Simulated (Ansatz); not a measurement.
```xyz
5

O    -0.2811   -1.0724    0.0917
Si   -0.2540    0.5470   -0.1429
F     1.2341    1.0395   -0.4800
H    -0.0596   -1.6547   -0.6370
H    -0.6395    1.1406    1.1682
```

Total charge 0; spin multiplicity 2.

Q: List the CAM-B3LYP/def2-TZVPP orbital energies in eV (Ansatz 0.2.0). (An estimate is asked.)

A: Computed: α occupied: -1802.50, -673.52, -523.17, -146.87, -102.26, -102.21, -102.15, -34.65, -30.24, -18.08, -16.05, -14.49, -14.28, -13.21, -12.51, -11.83, -7.61. α empty: 1.18, 1.73, 3.10, 3.60, 5.13, 6.31, 6.87, 7.34. β occupied: -1802.41, -673.46, -523.09, -146.75, -102.14, -102.09, -102.01, -34.51, -30.07, -17.85, -15.87, -14.37, -13.99, -12.68, -12.11, -11.66. β empty: -1.43, 1.34, 2.01, 3.43, 3.82, 5.21, 6.70, 7.06. ⟨S²⟩ = 0.752.
